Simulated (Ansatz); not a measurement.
## Equilibrium lattice constant a of bcc V: levels of theory against measurement

Reference value: 3.021 Å (measured, static lattice: zero-point anharmonic expansion removed; as tabulated in Mejia-Rodriguez and Trickey (2018), arXiv:1807.09216).

Q: Which of these levels comes closest to the reference?
A) RPBE (Ansatz (a first-principles code))
B) PBE (Ansatz)
C) r²SCAN+rVV10 (Ansatz)
D) Hartree–Fock (Ansatz)

A: A, RPBE (Ansatz)

```json
[
 {"level (code)": "PBE (Ansatz)", "value (Å)": "2.997", "error (%)": "-0.79"},
 {"level (code)": "RPBE (Ansatz)", "value (Å)": "3.021", "error (%)": "0.00"},
 {"level (code)": "r²SCAN+rVV10 (Ansatz)", "value (Å)": "2.975", "error (%)": "-1.52"},
 {"level (code)": "Hartree–Fock (Ansatz)", "value (Å)": "3.005", "error (%)": "-0.53"}
]
```

Of the ranked levels RPBE (0.00 %) comes nearest. Farthest off among them: r²SCAN+rVV10 (-1.52 %). Of the ranked levels only RPBE lands within 0.3 %.

The crystal itself was run without spin with PBE, RPBE, r²SCAN+rVV10, Hartree–Fock; a magnetic state was not tried in these runs. Cutoffs and k meshes differ between the levels. Ansatz's density-functional and Hartree–Fock values are scalar-relativistic unless marked +SOC, with PAW data made under PBE.

Differences are worked out from the printed values.
